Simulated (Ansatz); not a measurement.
**SnAu$_{3}$: computed properties**

These are results of DFT PBEsol, scalar-relativistic, plane waves, PAW in Ansatz, not measurements.

Plane waves to 420 eV, a k mesh through Γ of 6×6×8 on the computed 8-atom cell and Gaussian smearing (0.10 eV); no spin polarisation.

The structure is relaxed at this level of theory with its symmetry kept. Whether it is the stable form of this composition wasn't checked.

```
CELL_PARAMETERS angstrom
5.85579 0.00000 0.00000
-2.92789 5.07126 0.00000
0.00000 0.00000 4.98927
ATOMIC_POSITIONS crystal
Sn 0.33333 0.66667 0.75000
Sn 0.66667 0.33333 0.25000
Au 0.16509 0.33017 0.25000
Au 0.66983 0.83491 0.25000
Au 0.16509 0.83491 0.25000
Au 0.83491 0.66983 0.75000
Au 0.33017 0.16509 0.75000
Au 0.83491 0.16509 0.75000
```

```
Space group                                                       : P6_3/mmc (No. 194)
Volume per atom                                                   : 18.52 Å³
Formation energy from the elements' standard states (uncorrected) : -0.055 eV/atom
Kohn–Sham band gap                                                : none (metal)
Density of states at the Fermi level                              : 3.14 states/eV per cell
Löwdin character within 0.5 eV of the Fermi level                 : Sn 5p 30 %, Au 6s 27 %, Au 5d 23 %, Sn 5s 9 %, unprojected 11 %
Bulk modulus                                                      : 128 GPa
Its pressure derivative                                           : 5.6
Bader charges (e)                                                 : Sn (2 in the cell) 0.86, Au (6 in the cell) -0.29
```

Spin-orbit coupling is left out, which matters for the bands of heavy elements.